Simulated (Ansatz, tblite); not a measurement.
Removing and adding an electron: Si(SiH3)H3 (Si₂H₆). Total charge 0; singlet. Geometry: PBE-D4/def2-TZVP. Ansatz, gas phase; energy differences of separate SCF runs; the oxidised species was run as a doublet alone; the reduced species was run as a doublet alone.

```xyz
8

Si    0.1690    1.0725    0.4435
Si   -0.1690   -1.0725   -0.4435
H    -1.6117   -1.4569   -0.3401
H     0.6475   -2.0795    0.3041
H     0.2320   -1.1087   -1.8849
H    -0.2563    1.1155    1.8777
H    -0.6275    2.0831   -0.3206
H     1.6160    1.4465    0.3638
```

The xTB rows come from tblite. Correlated methods freeze 10 core orbitals.

Problem. Estimate orbital energies and vertical ionisation energies and electron affinities at: GFN2-xTB; HF/def2-TZVPD; HF/def2-TZVPP; PBE-D4/def2-TZVP; PBE-D4/def2-TZVPD; r2SCAN-D4/def2-TZVP; r2SCAN-D4/def2-TZVPD; PBE0-D4/def2-TZVPD; BHLYP-D4/def2-TZVP; B2PLYP/def2-TZVP; PBE-QIDH/def2-TZVP; MP2/def2-TZVPD; MP2/def2-TZVPP; CCSD/def2-TZVPP; CCSD(T)/def2-TZVPD; CCSD(T)/def2-TZVPP.

Solution. 
| level | −HOMO (eV) | vertical IE (eV) | −LUMO (eV) | vertical EA (eV) | HOMO–LUMO gap (eV) | IE − EA (eV) | remarks |
| --- | --- | --- | --- | --- | --- | --- | --- |
| GFN2-xTB | 9.90 | 12.82 | 5.47 | 2.28 | 4.42 | 10.54 | – |
| HF/def2-TZVPD | – | – | – | -1.80 | – | – | HOMO above zero (-1 doublet) |
| HF/def2-TZVPP | – | 9.81 | – | – | – | – | – |
| PBE-D4/def2-TZVP | 7.27 | 10.38 | 0.59 | – | 6.68 | – | – |
| PBE-D4/def2-TZVPD | 7.28 | – | 0.67 | -0.83 | 6.61 | – | HOMO above zero (-1 doublet) |
| r2SCAN-D4/def2-TZVP | 7.54 | 10.46 | 0.33 | – | 7.21 | – | – |
| r2SCAN-D4/def2-TZVPD | 7.54 | – | 0.36 | -1.02 | 7.17 | – | HOMO above zero (-1 doublet) |
| PBE0-D4/def2-TZVPD | 8.39 | – | -0.13 | -0.99 | 8.52 | – | HOMO above zero (-1 doublet) |
| BHLYP-D4/def2-TZVP | 9.42 | 10.57 | -1.22 | – | 10.64 | – | – |
| B2PLYP/def2-TZVP | – | 10.52 | – | – | – | – | – |
| PBE-QIDH/def2-TZVP | – | 10.64 | – | – | – | – | – |
| MP2/def2-TZVPD | – | – | – | -1.42 | – | – | HOMO above zero (-1 doublet) |
| MP2/def2-TZVPP | – | 10.62 | – | – | – | – | – |
| CCSD/def2-TZVPP | – | 10.59 | – | – | – | – | – |
| CCSD(T)/def2-TZVPD | – | – | – | -1.31 | – | – | HOMO above zero (-1 doublet) |
| CCSD(T)/def2-TZVPP | – | 10.62 | – | – | – | – | – |

   A HOMO above zero means that the electron is unbound at that level or that self-interaction error raises the level; the energy of removing that electron tells which. Raw xTB energy differences between charge states are shifted by several eV; the methods need an empirical correction for them. A negative affinity means that the extra electron isn't bound; its size then hangs on the basis.
